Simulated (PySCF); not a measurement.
**Propanamide: full NMR table**

```yaml
Formula: C3H7NO
SMILES: CCC(N)=O
Point_group_of_the_computed_structure: C1
Degrees_of_unsaturation: 1
Carbon_signals: 3
Proton_signals: 4
```

Molfile (atoms numbered from 1):
```
C3H7NO
     RDKit          3D

 12 11  0  0  0  0  0  0  0  0999 V2000
   -1.6845   -0.1308   -0.1821 C   0  0  0  0  0  0  0  0  0  0  0  0
   -0.2258   -0.5408   -0.1958 C   0  0  0  0  0  0  0  0  0  0  0  0
    0.6953    0.5742    0.2745 C   0  0  0  0  0  0  0  0  0  0  0  0
    2.0230    0.3260    0.1095 N   0  0  0  0  0  0  0  0  0  0  0  0
    0.2832    1.6020    0.7702 O   0  0  0  0  0  0  0  0  0  0  0  0
   -1.8646    0.7075   -0.8704 H   0  0  0  0  0  0  0  0  0  0  0  0
   -1.9792    0.2092    0.8203 H   0  0  0  0  0  0  0  0  0  0  0  0
   -2.3334   -0.9682   -0.4768 H   0  0  0  0  0  0  0  0  0  0  0  0
    0.0910   -0.8642   -1.2025 H   0  0  0  0  0  0  0  0  0  0  0  0
   -0.0566   -1.4101    0.4646 H   0  0  0  0  0  0  0  0  0  0  0  0
    2.3670   -0.5270   -0.3050 H   0  0  0  0  0  0  0  0  0  0  0  0
    2.6846    1.0221    0.4260 H   0  0  0  0  0  0  0  0  0  0  0  0
  1  2  1  0
  2  3  1  0
  3  4  1  0
  3  5  2  0
  1  6  1  0
  1  7  1  0
  1  8  1  0
  2  9  1  0
  2 10  1  0
  4 11  1  0
  4 12  1  0
M  END
```

- couplings computed with B3LYP/pcJ-1 (spin–dipole term only in couplings to heteroatoms)
- geometry: PBE0-D3(BJ)/def2-SVP
- NMR shieldings at PBE0/pcSseg-1/GIAO
- run in PySCF 2.14
- one computed conformer, fast rotation and ring inversion assumed for equivalent nuclei, non-relativistic Hamiltonian, no solvent

Shifts are taken against calculated references (same method and geometry level): 1H, 13C vs TMS; NH3 for 15N; 17O against H2O.

| carbon | δC, type | δH (multiplicity, J in Hz) | HMBC from (abs. J ≥ 3 Hz) | span of the C tensor (ppm) |
| --- | --- | --- | --- | --- |
| C1 | 9.6, CH3 | 1.06 (t, 8.4) | H9/H10 | 14 |
| C2 | 28.3, CH2 | 1.86 (q, 8.4) | H6/H7/H8 | 41 |
| C3 | 172.2, C | – | H9/H10, H6/H7/H8 | 176 |

Other nuclei:
```
atoms  nucleus                         environment  δ (ppm)  σ (ppm)
  H11       1H  hydrogen on an amide-type nitrogen     4.42    26.84
  H12       1H  hydrogen on an amide-type nitrogen     4.29    26.98
   N4      15N                 amide-type nitrogen    112.0    153.7
   O5      17O          amide-type carbonyl oxygen    424.8    -90.3
```

Selected couplings (Hz, signed; the shortest-range and largest first, 30 at most; isotopes 13C, 1H, 15N): 1J(C1,H6) 135.0, 1J(C2,H9) 128.4, 1J(C2,C3) 51.2, 1J(C1,C2) 40.8, 1J(C3,N4) -16.6, 2J(C2,N4) -11.2, 2J(C1,C3) -1.5, 3J(H6,H9) 8.4.

- Carbon types of the structure: 1 × C, 1 × CH2, 1 × CH3, leaving 2 H on heteroatoms.
- δC 172.2: amide carbonyl carbon; it is a carbonyl in resonance with an O or N lone pair, the region of acids, esters and amides.
- δC 28.3: sp3 CH2 α to a carbonyl; α to the electron-withdrawing carbonyl group.
- δC 9.6: methyl carbon; a saturated carbon with 1 carbon neighbour and no heteroatom attached.
- δH 4.42, 4.29: hydrogen on an amide-type nitrogen; exchangeable; this is the value without hydrogen bonding to other molecules.
- δH 1.86: hydrogen on an sp3 CH2 α to a carbonyl; α to C=O.
- The protons at 1.06 and 1.86 share a coupling of 8.4 Hz (vicinal).

OH and NH positions are those of a molecule without intermolecular hydrogen bonds; in solution they move with solvent, concentration and temperature, and exchange usually removes their couplings. Rotation about the amide-type C–N bond is slow at room temperature, so the two groups on nitrogen are listed apart. Multiplet labels drop couplings under 1 Hz and merge nearly equal ones. Unscaled 3J(H,H) at this level run about 9 % above measured values. Shifts are as computed. Against solution values, carbons near 30 ppm lie about +2 ppm off and those near 130 ppm about +4 ppm. Of 246 compounds with measured shifts, 49 miss one by over three times the rms of a fit or turn the order of signals round; such compounds aren't used in these exercises. Hydrogen bonding in solution shields acid and N–H amide carbonyl oxygens by tens of ppm. The C=O carbon of an acid or of an amide with N–H lies up to 10 ppm further downfield in solution, through hydrogen bonding that the calculation lacks. Unscaled 17O shifts of doubly bonded oxygen tend to come out too high, by tens of ppm or more. Experimental scales use liquid or dissolved standards, which lie at an offset from isolated NH3 (liquid NH3: subtract about 20 ppm) and H2O (liquid H2O: subtract about 36 ppm).
